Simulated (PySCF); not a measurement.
**SiO2: structure of the singlet**

Aim: relax SiO2 as a singlet from a linear start, check by its vibrations whether the end is a minimum, and collect its spectrum and constants.

Computed with PySCF 2.14.0. Level: B3LYP, basis Si def2-TZVP, O def2-TZVP, no relativity, density fitting.

**1. Where the work starts**

3 atoms, charge 0, spin multiplicity 1.

Bond lengths: Si1–O2 1.640 Å, Si1–O3 1.640 Å. Angles: O2–Si1–O3 180.0°.

Coordinates in bohr (charge 0 multiplicity 1):
```
Si    0.0000    0.0000    0.0000
O     0.0000    0.0000    3.0992
O     0.0000    0.0000   -3.0992
```

**2. First SCF at the start**

One driver script runs all steps and calls PySCF; scf.py shows how it sets up the SCF of each step. The optimiser is the driver's own. After this first run the driver tries any further starts and a stability analysis.

Contents of scf.py:

```python
from pyscf import gto, scf, dft
mol = gto.M(atom='''
Si     0.000000     0.000000     0.000000
O      0.000000     0.000000     1.640000
O      0.000000     0.000000    -1.640000''',
    basis={'Si': 'def2-TZVP', 'O': 'def2-TZVP'},
    charge=0, spin=0)
mf = dft.RKS(mol, xc='B3LYP')
mf.grids.atom_grid = (50, 194)
aux = {'Si': 'def2-universal-JKFIT', 'O': 'def2-universal-JKFIT'}
mf = mf.density_fit(auxbasis=aux)
mf.conv_tol = 1e-08
mf.diis_space = 10
mf.max_cycle = 60
mf.init_guess = 'minao'
mf.verbose = 4
mf.kernel()
```

Run with:

```sh
$ OMP_NUM_THREADS=2 python axn.py task.json out
```

The log of the run:

```text
init E= -439.993522356739
  HOMO = -0.426331045867509  LUMO = -0.20054113849443  gap/eV = 6.14406
cycle= 1 E= -439.614042827353  delta_E= 0.379  |g|= 1.36  |ddm|= 1.95
  HOMO = -0.152097907240396  LUMO = -0.0741877631978554  gap/eV = 2.12004
cycle= 2 E= -436.89857447285  delta_E= 2.72  |g|= 3.59  |ddm|= 2.69
  HOMO = -0.334664504705749  LUMO = -0.150846484854021  gap/eV = 5.00194
cycle= 3 E= -440.012872896185  delta_E= -3.11  |g|= 0.0945  |ddm|= 2.08
  HOMO = -0.34611490537395  LUMO = -0.168800153108386  gap/eV = 4.82498
cycle= 4 E= -440.015482786138  delta_E= -0.00261  |g|= 0.0589  |ddm|= 0.175
  HOMO = -0.342097936634194  LUMO = -0.161484247881809  gap/eV = 4.91475
cycle= 5 E= -440.016268657779  delta_E= -0.000786  |g|= 0.0185  |ddm|= 0.0522
  HOMO = -0.343383670841433  LUMO = -0.162007020220337  gap/eV = 4.93551
cycle= 6 E= -440.016333599684  delta_E= -6.49e-05  |g|= 0.0048  |ddm|= 0.00696
  HOMO = -0.343628390532697  LUMO = -0.162048213871429  gap/eV = 4.94105
cycle= 7 E= -440.016338067225  delta_E= -4.47e-06  |g|= 0.000833  |ddm|= 0.00216
  HOMO = -0.343656810173822  LUMO = -0.162033456626411  gap/eV = 4.94222
cycle= 8 E= -440.016338210699  delta_E= -1.43e-07  |g|= 5.09e-05  |ddm|= 0.000475
  HOMO = -0.343661464113669  LUMO = -0.162035153964439  gap/eV = 4.94230
cycle= 9 E= -440.016338211056  delta_E= -3.57e-10  |g|= 9.43e-06  |ddm|= 2.74e-05
  HOMO = -0.343660114471159  LUMO = -0.162035447960164  gap/eV = 4.94226
Extra cycle  E= -440.016338210945  delta_E= 1.1e-10  |g|= 2.57e-05  |ddm|= 2.02e-05
converged SCF energy = -440.016338210945
```

This step, with its further starts and checks, needed 4.4 s of wall time on 2 threads of Arm Neoverse V2, shared host.

The test of internal stability found no lower closed-shell solution.

**3. Relaxation: linear start, singlet**

The program finds D∞h symmetry in the start, which this walk keeps. Threshold on the gradient: 0.0003 Eh/bohr, with a further test on the energy change.

scf.py: that of step 2 with these lines changed.

```diff
@@ -15 +14,0 @@
-mf.init_guess = 'minao'
```

The optimiser's trace:

| step | energy (Eh) | change (kJ/mol) | largest symmetric gradient (Eh/bohr) |
| --- | --- | --- | --- |
| 0 | -440.016338 | 0.00 | 0.10120 |
| 1 | -440.043173 | -70.45 | 0.03059 |
| 2 | -440.044336 | -73.51 | 0.01180 |
| 3 | -440.044575 | -74.14 | 0.00089 |
| 4 | -440.044576 | -74.14 | 0.00003 |

The walk took 4 s.

Geometry (Å) and forces (eV/Å) at some steps:

```
step 0
Si   0.000   0.000   0.000   0.000   0.000   0.000
O    0.000   0.000   1.640   0.000   0.000  -5.204
O    0.000   0.000  -1.640   0.000   0.000   5.204
step 1
Si   0.000   0.000   0.000   0.000   0.000   0.000
O    0.000   0.000   1.485   0.000   0.000   1.573
O    0.000   0.000  -1.485   0.000   0.000  -1.573
step 2
Si   0.000   0.000   0.000   0.000   0.000   0.000
O    0.000   0.000   1.521   0.000   0.000  -0.607
O    0.000   0.000  -1.521   0.000   0.000   0.607
step 3
Si   0.000   0.000   0.000   0.000   0.000   0.000
O    0.000   0.000   1.511   0.000   0.000  -0.046
O    0.000   0.000  -1.511   0.000   0.000   0.046
step 4
Si   0.000   0.000   0.000   0.000   0.000   0.000
O    0.000   0.000   1.510   0.000   0.000   0.001
O    0.000   0.000  -1.510   0.000   0.000  -0.002
```

After 4 steps and 74.1 kJ/mol it ends at D∞h: Si–O 1.510 Å (×2); O–Si–O 180.0°.

**4. Hessian and properties**

The point is checked on the finer grid, and tightened if its gradient asks for it. The Hessian and the dipole derivatives come from central differences of analytic gradients, with steps of 0.02 bohr.

scf.py: that of step 3 with these lines changed.

```diff
@@ -4,2 +4,2 @@
-O      0.000000     0.000000     1.640000
-O      0.000000     0.000000    -1.640000''',
+O     -0.000000    -0.000000     1.510244
+O      0.000000     0.000000    -1.510244''',
@@ -9 +9 @@
-mf.grids.atom_grid = (50, 194)
+mf.grids.atom_grid = (75, 302)
@@ -12 +12 @@
-mf.conv_tol = 1e-08
+mf.conv_tol = 1e-10
```

The driver hands on the density of the step before, so the log starts near convergence.

SCF at the final geometry:

```text
init E= -440.04459984353
  HOMO = -0.35504680777976  LUMO = -0.139292741783954  gap/eV = 5.87097
cycle= 1 E= -440.044599843496  delta_E= 3.39e-11  |g|= 1.47e-05  |ddm|= 9.14e-06
  HOMO = -0.355049269247092  LUMO = -0.139293261549291  gap/eV = 5.87102
cycle= 2 E= -440.044599843233  delta_E= 2.64e-10  |g|= 3.99e-05  |ddm|= 2.49e-05
  HOMO = -0.355047736317242  LUMO = -0.139292977091195  gap/eV = 5.87099
cycle= 3 E= -440.044599843533  delta_E= -3e-10  |g|= 3.43e-06  |ddm|= 1.85e-05
  HOMO = -0.355047573525215  LUMO = -0.139292939665758  gap/eV = 5.87098
cycle= 4 E= -440.044599843537  delta_E= -3.75e-12  |g|= 8.59e-08  |ddm|= 1.58e-06
  HOMO = -0.355047563994992  LUMO = -0.139292920983216  gap/eV = 5.87098
Extra cycle  E= -440.044599843535  delta_E= 1.25e-12  |g|= 1.16e-07  |ddm|= 1.56e-07
converged SCF energy = -440.044599843535
```

The whole step took 9.7 s.

Geometry: D∞h; Si–O 1.510 Å (×2); O–Si–O 180.0°.

Harmonic modes (main isotopes):

```json
{"symmetry": "πu", "ω (cm⁻¹)": "292", "IR (km/mol)": "160"}
{"symmetry": "σg+", "ω (cm⁻¹)": "999", "IR (km/mol)": "0.0"}
{"symmetry": "σu+", "ω (cm⁻¹)": "1449", "IR (km/mol)": "90.2"}
```

Every mode is real; the point is a minimum.

Constants and moments:

```
Dipole moment                                                   : 0.00 D
Highest occupied level                                          : -9.66 eV
Lowest empty level                                              : -3.79 eV
Rotational constants                                            : 0.231 cm⁻¹
Zero-point energy                                               : 18.1 kJ/mol
Principal polarisabilities                                      : 21.8, 21.8, 37.0 bohr³
Atomisation energy without zero-point energy                    : 1208 kJ/mol
Principal traceless quadrupole moments about the centre of mass : -12.14, 6.07, 6.07 D Å
Entropy at 298.15 K and 1 bar                                   : 231.7 J/(mol K)
Heat capacity Cp at 298.15 K                                    : 45.2 J/(mol K)
Enthalpy at 298.15 K above 0 K                                  : 11.05 kJ/mol
Rotational symmetry number                                      : 2
```

Charges (e) and bond orders:

| atom | Mulliken | Löwdin | polar tensor | Mayer order to Si1 |
| --- | --- | --- | --- | --- |
| Si1 | 0.85 | 0.32 | 1.13 | – |
| O2,3 | -0.43 | -0.16 | -0.56 | 2.15 |

Outer orbital energies (eV). occupied: -27.21, -26.53, -12.92, -10.99, -10.69, -10.69, -9.66, -9.66; empty: -3.79, -0.95, -0.95, 2.76.

Mulliken populations on Si1: s 4.95, p 7.56, d 0.55, f 0.08.

**5. What came out**

| quantity | value |
| --- | --- |
| minimum | singlet, D∞h |
| geometry | Si–O 1.510 Å (×2); O–Si–O 180.0° |
| wavenumbers (cm⁻¹) | 292 (πu), 999 (σg+), 1449 (σu+) |
| dipole moment | 0.00 D |
| highest occupied, lowest empty level | -9.66, -3.79 eV |
| polar-tensor charge of Si1 | +1.13 e |
| zero-point energy | 18.1 kJ/mol |
| entropy at 298.15 K | 231.7 J/(mol K) |
| atomisation energy (no zero-point energy) | 1208 kJ/mol |

What this shows: The molecule stays D∞h, as typed, and the end point is a minimum. The strongest infrared band lies at 292 cm⁻¹ (πu, bend). Si1 has a polar-tensor charge of +1.1 e (a dipole derivative, not a static charge), yet symmetry cancels the bond dipoles. Only this shape and spin were tried, so other structures or states may lie lower.

The search up to here took 18 s.
